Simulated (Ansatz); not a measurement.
Si₃H₈⁺, that is Si(SiH3)2H2 with one electron fewer. Total charge 1; doublet. Geometry PBE0-D4/def2-SVP, that of the neutral singlet; atoms count from 1.

```csv
atom,x (Å),y (Å),z (Å)
Si1,-0.181,0.935,0.276
Si2,0.813,-0.704,1.626
H3,-0.128,-1.856,1.791
H4,1.155,-0.161,2.976
H5,2.064,-1.200,0.972
Si6,-0.682,0.023,-1.826
H7,-1.617,-1.133,-1.661
H8,0.576,-0.468,-2.470
H9,-1.319,1.039,-2.720
H10,0.756,2.092,0.113
H11,-1.436,1.432,0.924
```

(1) Estimate the Mulliken populations from the PBE0/def2-TZVP orbitals of Ansatz.

(2) Where does the spin sit?

(3) And the Mayer bond orders between heavy atoms (over 0.3)?

Answers

(1) 
| atom | charge (e) | spin (α − β) |
| --- | --- | --- |
| Si1 | 0.10 | 0.38 |
| Si2 | 0.08 | 0.24 |
| H3 | 0.08 | 0.01 |
| H4 | 0.11 | 0.07 |
| H5 | 0.08 | 0.01 |
| Si6 | 0.08 | 0.24 |
| H7 | 0.08 | 0.01 |
| H8 | 0.08 | 0.01 |
| H9 | 0.11 | 0.07 |
| H10 | 0.09 | -0.01 |
| H11 | 0.09 | -0.01 |
Mulliken values depend strongly on the basis.

(2) Summed by element: Si 0.86, H 0.14, of 1 unpaired in all. Largest on single atoms: Si1 0.38, Si2 0.24, Si6 0.24.

(3) Si1–Si2 0.76 (2.34 Å); Si1–Si6 0.76 (2.34 Å).
